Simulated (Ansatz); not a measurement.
The cluster B3H⁻ was relaxed with PBE-D4 (def2-TZVPD) in Ansatz in these states: charge -1 doublet, charge -1 quartet. The geometries follow in no particular order.

A:

```xyz
4

B     0.316   -1.217   -0.432
B    -0.875   -0.754    0.650
B     0.118    0.405   -0.047
H     0.441    1.566   -0.171
```

B:

```xyz
4

B     0.0850    0.2855    1.2136
B    -0.7800    1.0014    0.1805
B     0.1803   -0.2932   -0.2348
H     0.5147   -0.9936   -1.1593
```

Question: Judge from the bond lengths which geometry belongs to which state (an estimate).

Answer: A is the charge -1 quartet (B1–B2 1.674 Å, B1–B3 1.679 Å, B2–B3 1.679 Å); B is the charge -1 doublet (B1–B2 1.526 Å, B1–B3 1.563 Å, B2–B3 1.665 Å).

At PBE-D4/def2-TZVPD the highest occupied level of the charge -1 quartet lies above zero (up to 1.62 eV). It is a level of α spin, whose loss leaves a triplet; that state wasn't run at this geometry and level. The electron is either unbound and held by the finite basis, or the level is raised by self-interaction error. At PBE-D4/def2-TZVPD the highest occupied level of the charge -1 doublet lies above zero (up to 0.80 eV). By energy differences its removal costs 2.17 eV (vertical, to the charge 0 singlet, at PBE-D4/def2-TZVPD); a positive level beside a positive removal energy at the same level points to self-interaction error. At PBE0-D4/def2-TZVPD a doublet lies 1.86 eV below the charge -1 quartet. These are the stationary points nearest to one start from a short search; other shapes may lie lower in each state.
